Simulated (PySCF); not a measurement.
Gas-phase reaction: 2 C₃H₈ → C₃H₇ (i-propyl) + 3 CH₃

Method: PySCF energies plus ideal-gas RRHO corrections (1 bar). The comparison is the NASA 1993 polynomial table, which mixes measured and estimated data. † marks an energy on the PBE0/def2-TZVP geometry and frequencies. Open shells (unrestricted): C₃H₇ (i-propyl) (multiplicity 2), CH₃ (multiplicity 2); the rest are closed-shell singlets. B3LYP is the form with VWN-RPA correlation. The harmonic model lacks anharmonicity and excited electronic states, which grow with temperature; levels with a mode under 35 cm⁻¹ are left out. Internal rotation in C₃H₈, C₃H₇ (i-propyl) is treated as a harmonic vibration of one conformer, which makes the entropy rough. The table's entry may be an old estimate for C₃H₇ (i-propyl) (not checked at source).

| level | ΔH°(298 K), kJ | minus table | ΔG°(2000 K), kJ |
|---|---|---|---|
| table | 743.4 | - | 73.6 |
| B3LYP/def2-TZVP† | 680.2 | -63.2 | -30.9 |
| BLYP/def2-TZVP† | 665.7 | -77.7 | -45.3 |
| HF/def2-TZVP† | 474.6 | -268.8 | -236.4 |
| M06-2X/def2-TZVP† | 740.7 | -2.7 | 29.7 |
| ωB97M-V/def2-TZVP† | 742.2 | -1.2 | 31.2 |
